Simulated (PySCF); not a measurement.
**Shapes and spin states of HO(OH)**

Method: PBE0 in PySCF with O def2-TZVP, H def2-TZVP; no relativity; density-fitted integrals.

Relaxations began from a few typed shapes and spin states; open shells are unrestricted. The search is not exhaustive: other isomers or separated fragments can lie lower, and high-lying points may rest on an excited occupation.

Q: Order these stationary points by electronic energy, lowest first, in kJ/mol from the lowest minimum.
A. triplet Cs: O–H 0.974 Å, O–H 0.979 Å; 
B. singlet C2v: O–H 0.964 Å (×2), O–O 1.435 Å; H–O–O 105.5° (×2)
C. singlet C2: O–H 0.965 Å (×2), O–O 1.426 Å; H–O–O 101.1° (×2)

A: C (0.0), B (33.6), A (201.7).

Q: Which of them are minima?

A: By energy in kJ/mol, 0.0: minimum; 33.6: saddle point, 1 imaginary mode; 201.7: minimum.
